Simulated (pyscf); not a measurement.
## Four-centre exchange: HO–SiH: [singlet] + NH₃ → HO–SiH: [singlet] + NH₃

Gas phase, singlet surface, charge 0. Bonds broken: O1–H6, H3–N5. Bonds formed: O1–H3, N5–H6. PySCF, gas phase, ωB97X-D3(BJ)/def2-SVP geometries. MP2 and CC: frozen core, UHF for open shells. ΔMP2 is the change of the MP2 total energy from the triple- to the quadruple-zeta basis.

Transition state (Å):

```xyz
8

O      0.3773     0.1999    -0.1554
Si     1.4568     0.9027    -1.1303
H     -0.0238    -1.0360     0.8759
H      0.6429     2.1363    -1.6686
N     -1.0329    -0.9772     1.2499
H     -1.0429    -0.0897     0.6347
H     -1.6494    -1.7243     0.9319
H     -1.1079    -0.8048     2.2518
```

One imaginary mode, 896i cm⁻¹; descent along it reached the two sides named, in the forms told below.

```tsv
bond	change	reactant side (Å)	saddle	product side
O1–H6	breaks	0.992	1.651	3.1
H3–N5	breaks	1.021	1.078	1.766
O1–H3	forms	3.2	1.659	0.995
N5–H6	forms	1.800	1.080	1.021
```

Electronic energies relative to the separated reactants (kcal/mol):

| level | barrier | reaction energy | reverse barrier |
|---|---|---|---|
| ωB97X-D3(BJ)/def2-TZVP | 27.0 | 0.0 | 27.0 |
| PBE/def2-TZVP | 21.3 | 0.0 | 21.3 |
| r²SCAN/def2-TZVP | 22.8 | 0.0 | 22.8 |
| B3LYP-D3(BJ)/def2-TZVP | 24.6 | 0.0 | 24.6 |
| PBE0-D3(BJ)/def2-TZVP | 23.7 | 0.0 | 23.7 |
| M06-2X/def2-TZVP | 27.8 | 0.0 | 27.8 |
| ωB97M-D3(BJ)/def2-TZVP | 26.8 | 0.0 | 26.8 |
| HF/def2-TZVP | 38.6 | 0.0 | 38.6 |
| MP2/def2-QZVPP | 25.2 | 0.0 | 25.2 |
| CCSD/def2-TZVPP | 30.7 | 0.0 | 30.7 |
| CCSD(T)/def2-TZVPP | 28.4 | 0.0 | 28.4 |
| CCSD(T)/def2-TZVPP + ΔMP2(QZVPP) | 27.6 | 0.0 | 27.6 |

With CCSD(T)/def2-TZVPP + ΔMP2(QZVPP) energies and thermal terms (ideal gas, 1 atm, RRHO with modes under 100 cm⁻¹ raised to 100, one conformer, R ln 2 for chiral ones without a mode under 150 cm⁻¹), in kcal/mol:

```tsv
T (K)	ΔH‡	ΔG‡	ΔH	ΔG
298	27.6	36.9	0.0	0.0
600	27.6	46.3	0.0	0.0
900	27.9	55.6	0.0	0.0
1200	28.5	64.8	0.0	0.0
```

On the reactant side the descent ends in a bound adduct, 10.2 kcal/mol under the separated species and 37.2 kcal/mol under the saddle at ωB97X-D3(BJ)/def2-TZVP. On the product side the descent ends in a bound adduct, 10.8 kcal/mol under the separated species and 37.8 kcal/mol under the saddle at ωB97X-D3(BJ)/def2-TZVP. The same reactants have a lower exit, to H₂N–SiH: [singlet] + H₂O (highest point, the separated products, at +3.9 kcal/mol at ωB97M-D3(BJ), against +26.8 kcal/mol here). One saddle was located; it need not be the lowest between these sides. The CCSD(T) − MP2 part came from Ansatz, without density fitting, on the same reference.
